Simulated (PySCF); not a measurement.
Species: C5H13P.
SMILES: `CCCCPC`

Vertical excitations from PySCF (density fitting, frozen core in the response, grid level 2 and gas phase unless stated; continuum runs use non-equilibrium linear response for the excitations) on a GFN2-xTB geometry. Reference run:

| settings | S1, eV (f) | S2, eV (f) | S3, eV (f) | S4, eV (f) | S5, eV (f) | S6, eV (f) | T1, eV (Tamm–Dancoff) | mean α (au) |
| --- | --- | --- | --- | --- | --- | --- | --- | --- |
| wB97X-D/def2-SVPD, full TDDFT, 8 singlets | 6.47 (0.050) | 6.66 (0.112) | 7.58 (0.166) | 7.91 (0.009) | 8.23 (0.007) | 8.34 (0.068) | 5.57 | 89.2 |

Problem. What do these settings give: B97-D/def2-SVPD, full TDDFT, 25 singlets?

Solution. 
```json
{"settings": "B97-D/def2-SVPD, full TDDFT, 25 singlets", "S1, eV (f)": "5.67 (0.020)", "S2, eV (f)": "5.89 (0.043)", "S3, eV (f)": "6.29 (0.043)", "S4, eV (f)": "6.46 (0.035)", "S5, eV (f)": "6.86 (0.034)", "S6, eV (f)": "7.16 (0.012)", "T1, eV (Tamm–Dancoff)": "–", "mean α (au)": "92.5"}
```

S1 moves by -0.80 eV (B97-D has no exact exchange, wB97X-D range-separated exact exchange). States are counted by energy in each run and needn't keep their character from row to row.

Problem. Give the leading configurations of S1 (H = HOMO, L = LUMO) and the HOMO–LUMO gap of each run.

Solution. 
| settings | S1 configurations (weight) | S1 (eV) | orbital gap (eV) | S1 − gap (eV) |
| --- | --- | --- | --- | --- |
| wB97X-D/def2-SVPD, full TDDFT, 8 singlets | H→L 0.83 | 6.47 | 10.80 | -4.33 |
| B97-D/def2-SVPD, full TDDFT, 25 singlets | H→L 0.93 | 5.67 | 5.48 | +0.19 |

The values belong to the conformer `[CH3:1][CH2:2][CH2:3][CH2:4][PH:5][CH3:6]`: C1–C2–C3–C4 180°, C2–C3–C4–P5 -178°, C3–C4–P5–C6 -170°.
